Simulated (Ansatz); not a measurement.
Process, species as SMILES: C (CH4) → [CH3-] + H+
B3LYP-D3(BJ)/def2-TZVP geometries, fixed; electronic energies without zero-point terms.
Largest species:
```xyz
5

C      0.0000     0.0000     0.0000
H      0.6205     0.6269     0.6390
H     -0.6429    -0.6249     0.6185
H      0.6369    -0.6328    -0.6166
H     -0.6146     0.6308    -0.6409
```

Basis-set convergence of the deprotonation energy at HF with Ansatz (a first-principles code). Cartesian d functions, on some or all atoms, in 6-31G*, 6-31+G*; all else is spherical. No added dispersion term, no relativity. Functions are those of the species that has most. Reference: the value in aug-cc-pVQZ, 433.99 kcal/mol, itself unsure by roughly 1.78 kcal/mol (its distance from def2-QZVPPD). Deviations are taken from unrounded values.

```csv
basis,functions,deprotonation energy (kcal/mol)
6-31G*,23,457.29
6-31+G*,27,434.61
cc-pVDZ,34,448.90
aug-cc-pVDZ,59,432.06
def2-SVP,34,449.14
def2-SVPD,52,438.38
pcseg-1,34,443.90
aug-pcseg-1,59,432.90
6-311G**,42,446.82
6-311+G**,46,434.19
def2-TZVP,55,438.94
def2-TZVPD,73,436.05
cc-pVTZ,86,442.51
aug-cc-pVTZ,138,433.86
pcseg-2,86,437.42
aug-pcseg-2,138,434.02
def2-TZVPP,87,439.16
def2-TZVPPD,105,436.35
cc-pVQZ,175,439.26
aug-cc-pVQZ,264,433.99
def2-QZVPP,177,436.38
def2-QZVPPD,195,435.77
```

What the diffuse functions change, pair by pair:
- 6-31G* to 6-31+G*: 4 more functions, deviation 23.30 to 0.62 kcal/mol
- cc-pVDZ to aug-cc-pVDZ: 25 more functions, deviation 14.91 to -1.93 kcal/mol
- def2-SVP to def2-SVPD: 18 more functions, deviation 15.14 to 4.38 kcal/mol
- pcseg-1 to aug-pcseg-1: 25 more functions, deviation 9.91 to -1.09 kcal/mol
- 6-311G** to 6-311+G**: 4 more functions, deviation 12.82 to 0.20 kcal/mol
- def2-TZVP to def2-TZVPD: 18 more functions, deviation 4.95 to 2.06 kcal/mol
- cc-pVTZ to aug-cc-pVTZ: 52 more functions, deviation 8.51 to -0.13 kcal/mol
- pcseg-2 to aug-pcseg-2: 52 more functions, deviation 3.43 to 0.03 kcal/mol
- def2-TZVPP to def2-TZVPPD: 18 more functions, deviation 5.16 to 2.35 kcal/mol
- cc-pVQZ to aug-cc-pVQZ: 89 more functions, deviation 5.26 to 0.00 kcal/mol
- def2-QZVPP to def2-QZVPPD: 18 more functions, deviation 2.39 to 1.78 kcal/mol

Leaving out the reference's own pair, they bring the value nearer the reference by more than 1.78 kcal/mol in 9 of 10 pairs.
